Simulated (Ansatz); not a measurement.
# CH₂FN: how energies converge with the basis set

The task here is to estimate one member of a computed series from the others.

Method: one geometry, several basis sets; program: Ansatz 0.2.0, Gaussian basis.

Plan: PBE0-D4/def2-SVP; ωB97M-V/def2-SVP; PBE0-D4/def2-QZVPP; ωB97M-V/def2-QZVPP; CCSD(T)/cc-pV(D+d)Z; CCSD(T)/cc-pV(T+d)Z; CCSD(T)/cc-pV(Q+d)Z; the functionals' def2-TZVPP values are taken from earlier runs.

## Structure used throughout

The geometry comes from an earlier relaxation with PBE0-D4 in a triple-zeta def2 set; it is a stationary point.

SMILES `N=CF`, 5 atoms, charge 0, spin multiplicity 1.

Atoms are counted from 1 here; the program's logs count them from 0.

Bond lengths: N1–C2 1.242 Å, N1–H4 1.016 Å, C2–F3 1.329 Å, C2–H5 1.092 Å. Angles: C2–N1–H4 110.6°, N1–C2–F3 120.0°, N1–C2–H5 129.8°, F3–C2–H5 110.2°.

Geometry (Å):

```
N    -0.7199   -0.4544   -0.4398
C     0.2965   -0.0345    0.1373
F     1.2424   -0.8848    0.5208
H    -1.3439    0.3141   -0.6673
H     0.5748    0.9860    0.4076
```

Set-up of the first run:

Contents of in.yaml:

```yaml
crystal:
  periodic: [false, false, false]
  atoms:
    - {symbol: N, position_ang: [-0.719915, -0.454394, -0.439799]}
    - {symbol: C, position_ang: [0.296468, -0.034526, 0.137289]}
    - {symbol: F, position_ang: [1.242446, -0.884843, 0.520813]}
    - {symbol: H, position_ang: [-1.343939, 0.314087, -0.667296]}
    - {symbol: H, position_ang: [0.574840, 0.985975, 0.407593]}
basis:
  gaussian: {orbitals: def2-SVP}
hamiltonian: {xc: pbe0, dispersion: d4}
output: {orbitals: {seedname: orbitals}}
```

Run with:

```console
ansatz run in.yaml --threads 2 --pin off --events-out ev --progress --plain --max-ram 4352MiB
```

Steps of the session up to this table: PBE0-D4 in def2-SVP; ωB97M-V in def2-SVP; PBE0-D4 in def2-QZVPP; ωB97M-V in def2-QZVPP.

One of the session's tables, all rows but one given; the rest of the session is left out.

It belongs to the step «Functionals by basis». 

| functional | basis | HOMO (eV) | LUMO (eV) |
| --- | --- | --- | --- |
| PBE0-D4 | def2-SVP | ? | ? |
| PBE0-D4 | def2-TZVPP | -8.81 | -0.16 |
| PBE0-D4 | def2-QZVPP | -8.86 | -0.27 |
| ωB97M-V | def2-SVP | -10.96 | 2.61 |
| ωB97M-V | def2-TZVPP | -11.25 | 2.17 |
| ωB97M-V | def2-QZVPP | -11.30 | 1.82 |

Estimate the missing values for PBE0-D4, def2-SVP.

As computed: HOMO (eV): -8.54; LUMO (eV): 0.15. In the column «HOMO (eV)» it is the highest.
